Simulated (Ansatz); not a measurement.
Saddle point of CH8Si2, singlet (Si₂H₄ ([SiH][SiH3]) + CH₄ → CH₈Si₂ ([CH3][SiH2][SiH3]); bonds formed: Si1–H3, Si1–C4; bonds broken: H3–C4), PBE0-D4/def2-TZVP structure:

Si1  (-1.102, 0.316, 0.705)
Si2  (1.239, 0.858, 0.836)
H3  (0.035, -0.089, -0.365)
C4  (-0.948, -1.173, -0.759)
H5  (-1.383, 1.427, -0.291)
H6  (1.199, 2.164, 1.548)
H7  (2.081, 1.058, -0.383)
H8  (1.929, -0.157, 1.677)
H9  (-0.669, -2.085, -0.235)
H10  (-2.001, -1.209, -1.040)
H11  (-0.380, -1.110, -1.693)
(Å)

Energies are electronic, without zero-point energy. Barriers and step energies count from the start structure reached by relaxing down the imaginary mode; all methods use the PBE0-D4 structures, on which another method's saddle can fall below an end. Program: Ansatz 0.2.0. Basis: def2-TZVPP, with def2-QZVPP for the basis limit. Cores are frozen in the correlated methods. B3LYP uses VWN-RPA correlation. Extrapolation: Hartree–Fock as exp(−7.88 √X), correlation as X^−2.97.

| method | barrier (eV) | step energy (eV) |
| --- | --- | --- |
| SPW92 | 0.347 | -2.115 |
| PBE-D4 | 0.577 | -2.035 |
| BLYP-D4 | 0.834 | -1.960 |
| r2SCAN-D4 | 0.599 | -2.254 |
| B97M-V | ? | -2.104 |
| PBE0-D4 | 0.689 | -2.180 |
| B3LYP-D4 | 0.901 | -2.094 |
| r2SCAN0-D4 | 0.701 | -2.307 |
| BHLYP-D4 | 1.075 | -2.241 |
| CAM-B3LYP-D4 | 0.937 | -2.217 |
| wB97X-V | 0.874 | -2.294 |
| wB97M-V | ? | -2.101 |
| B2PLYP | 0.873 | -2.186 |
| PBE-QIDH | 0.752 | -2.315 |
| RPA on PBE | ? | -2.078 |
| HF | 1.536 | -2.341 |
| MP2 | 0.735 | -2.294 |
| CCSD | 1.025 | -2.179 |
| CCSD(T) | 0.907 | -2.156 |

(1) Fill in the withheld barriers. (An estimate is asked for; the value comes from the calculation.)

The T1 diagnostic stays at or below 0.014. The restricted Hartree–Fock reference is unstable towards an unrestricted one at one or more of these structures. The start structure is not quite a true minimum (one mode of 38i cm⁻¹).

Answers

(1) By the calculation: wB97M-V 0.872; B97M-V 0.752; RPA on PBE 0.920 eV. Each is the energy of the saddle less that of the start structure, by the same method.

For comparison, the barrier by CCSD(T) at an estimated basis limit (MP2 extrapolated from triple and quadruple zeta, plus CCSD(T) − MP2 in triple zeta) is 0.867 eV.

Losses and insertions of silylenes and their heavier kin drive the gas-phase chemistry of silicon and germanium vapour deposition.

Labels in which every atom is bracketed show which atoms are joined, not bond orders.

For scale, one of the runs: CCSD(T)/def2-TZVPP, 227 basis functions, launched by `ansatz run in.yaml --threads 4 --pin off --events-out ev --progress --plain --max-ram 9574MiB`. The run took 29 s on 4 CPU threads of an Arm Neoverse V2 (shared host), with 3.5 GiB of host memory at its peak.
